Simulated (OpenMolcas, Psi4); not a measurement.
**From Psi4 to OpenMolcas**

This Psi4 1.11 job computes COF2 (carbonyl fluoride):

cf2o.xyz:
```
4
CF2O
O     -1.242660    -0.157400     0.153910
C     -0.091830    -0.011630     0.011370
F      0.845490    -0.826670     0.424670
F      0.488990     0.995700    -0.589960
```

cf2o.py:
```python
import psi4

psi4.set_memory('2200 MB')
psi4.set_num_threads(1)
psi4.set_output_file('cf2o.out', False)

with open('cf2o.xyz') as f:
    atoms = ''.join(f.readlines()[2:])
m = psi4.geometry('0 1\n' + atoms + 'symmetry c1\nno_reorient\nno_com')

options = {'reference': 'rks', 'puream': True, 'e_convergence': 1e-09, 'd_convergence': 1e-08, 'scf_type': 'pk', 'dft_radial_points': 99, 'dft_spherical_points': 590}
psi4.set_options(options)

e, wfn = psi4.gradient("tpss/aug-cc-pVDZ", return_wfn=True)
print('gradient / Eh bohr^-1')
print(e.np.round(6))
print(f'energy = {wfn.energy():.10f} Eh')
```

```bash
$ python cf2o.py
```

The coordinates come from a PBE0-D4/def2-TZVP relaxation.

The shape isn't stationary at this level (largest force 2.1 eV/Å).

It gives a total energy of -313.091564 Eh.

**Question.** Write the same calculation for OpenMolcas 26.06 as an input file of the program's own.

**Answer.** For example:

test.inp:
```
&GATEWAY
  BasLib=$CurrDir
  Coord
  4
  angstrom
  O       -1.242660      -0.157400       0.153910
  C       -0.091830      -0.011630       0.011370
  F        0.845490      -0.826670       0.424670
  F        0.488990       0.995700      -0.589960
  Basis=aug-cc-pVDZ
  Group=NoSym

&SEWARD
  GridInput
  Grid=UltraFine
  End of Grid

&SCF
  KSDFT=2
  1.0 MGGA_X_TPSS
  1.0 MGGA_C_TPSS
  Thresholds=1e-10 1e-07 1e-07 1e-05
  PrOrbitals=1

&ALASKA
```

```bash
$ export MOLCAS_MEM=1860
$ pymolcas test.inp > test.log
```

(Basis files named in the input come from the Basis Set Exchange and aren't shown.)

Its energy is -313.091563 Eh, the same as the first but for the last digit, at most.
